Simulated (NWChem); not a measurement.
Correlation energy of chloromethane (CH3Cl)

```
C
H 1 1.1057
H 1 1.1057 2 109.81
H 1 1.1057 2 109.81 3 -120.84
Cl 1 1.7911 2 109.13 3 119.58
```
Charge 0, spin multiplicity 1.

Everything below was run with NWChem. Structure: optimised with PBE/def2-SVP, a minimum by its harmonic frequencies.

Basis set: def2-SVP. Each correlation energy counts from its own Hartree-Fock reference.

The correlated methods keep 6 core orbitals frozen. Coupled-cluster values serve here as a point of comparison, not as the truth.

Question: Order these methods by the correlation energy they give, lowest first: CR-CCSD(T), CCSD(T), CCSD, SCS-MP2.

Answer: CCSD(T) (-321.1 mHa), CR-CCSD(T) (-319.8 mHa), CCSD (-314.0 mHa), SCS-MP2 (-283.7 mHa)
